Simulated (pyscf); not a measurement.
7 gas-phase steps of one pattern: four-centre exchange on the singlet surface, H–H, N–Si/Ge/Sn broken and H–N, H–Si/Ge/Sn formed. Single points on ωB97X-D3(BJ)/def2-SVP structures (PySCF, gas phase). Electronic energies in eV, from the separated reactants; ΔE‡ and ΔE at ωB97M-D3(BJ)/def2-TZVP. Rows were drawn at random from the steps of this pattern with a verified saddle, stable references and no exit in the data more than 5 kcal/mol lower.

| row | step | ΔE | ΔE‡ |
|---|---|---|---|
| 1 | H₃C–SnH₂–NH₂ + H₂ → H₃C–SnH₃ + NH₃ | -0.33 | 1.47 |
| 2 | H₂N–GeH₃ + H₂ -> GeH₄ + NH₃ | -0.29 | 1.93 |
| 3 | H₂N–GeH₂–Cl + H₂ → Cl–GeH₃ + NH₃ | -0.05 | ? |
| 4 | H₂N–SiH₂–NH–SiH₃ + H₂ → H₃Si–NH–SiH₃ + NH₃ | +0.46 | 1.93 |
| 5 | H₂N–SiH(Br)–Br + H₂ → Br–SiH₂–Br + NH₃ | +0.48 | 2.01 |
| 6 | H₂N–SiH(NH₂)–F + H₂ → H₂N–SiH₂–F + NH₃ | +0.55 | 2.03 |
| 7 | H₂N–SiH₂–F + H₂ -> F–SiH₃ + NH₃ | +0.57 | 1.95 |

### Question
From a straight line through the complete rows, estimate the missing barrier and say how far the line can be trusted.

### Answer
Over the 6 complete rows the means are +0.24 (ΔE) and 1.89 (ΔE‡); least squares gives b = 0.35 and a = 1.80 eV, with residuals of 0.13 eV (root mean square; largest 0.23, row 2). For row 3: 1.80 + 0.35 × (-0.05) = 1.78 eV. The computed barrier is 2.13 eV, 0.35 over the line. The scatter is large against the spread of the barriers, so the line says little here. Each barrier is that of the saddle found. Elements up to Kr have no core potential and no relativistic terms here. Elements past Kr carry the def2 core potentials, without spin-orbit coupling.
